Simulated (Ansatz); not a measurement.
The input, for Ansatz 0.2.0:

```yaml
crystal:
  periodic: [false, false, false]
  atoms:
    - {symbol: B, position_ang: [0.000000, 0.000000, 0.095674]}
    - {symbol: C, position_ang: [0.000000, 0.000000, -1.368483]}
    - {symbol: H, position_ang: [0.000000, 0.000000, 1.272810]}
basis:
  gaussian: {orbitals: 6-31G}
correlation: {method: fci, electrons: outside_noble_gas}
```

```sh
$ ansatz run in.yaml --threads 1 --pin off --events-out ev --progress --plain --max-ram 1536MiB
```

Log:

```
443 factors; integrals over basis functions are off by at most 8.5e-8 eV
mean field evaluation 1: about -1709.8773 eV, gradient 1.3e1 eV
mean field evaluation 2: about -1709.8794 eV, gradient 1.3e1 eV
mean field evaluation 4: about -1710.6733 eV, gradient 1.8e0 eV
mean field evaluation 8: about -1710.7061 eV, gradient 3.0e-4 eV
mean field evaluation 16: about -1707.2122 eV, gradient 5.4e-2 eV
mean field evaluation 32: about -1708.8817 eV, gradient 4.3e0 eV
mean field -1710.70612375 eV, -62.8672904895 hartree, gradient 2.3e-6 eV, S^2 0.000000; 5 other end points of the search recorded, 0 dependent functions left out; unrestricted orbitals would lower it
determinant -1710.70612375 eV, -62.8672904895 hartree, with singles and doubles -1714.45627151 eV, -63.0051058777 hartree
determinant -1707.21223113 eV, -62.7388923041 hartree, with singles and doubles -1712.22171746 eV, -62.9229875311 hartree
2 core orbitals not correlated: weight in the atoms' cores, before any rotation towards them, 1.000 or more for the frozen orbitals, at most 0.000 for the correlated occupied ones
reference -1710.70612375 eV, -62.8672904895 hartree; 4, 4 occupied and 14, 14 virtual orbitals, 443 factors
state -1714.67628061 eV, -63.0131910632 hartree
Total energy: -1714.67628061 eV, -63.0131910632 hartree
```

Natural occupations: 1.9703 1.9681 1.9405 0.9632 0.9632 0.0584 0.0584 0.0326 0.0142 0.0113 0.0052 0.0036 0.0036 0.0035 0.0015 0.0015 0.0007 0.0002.

Ran on 1 thread of Intel Xeon, shared host: 22 s wall, 0.33 GiB peak host memory.
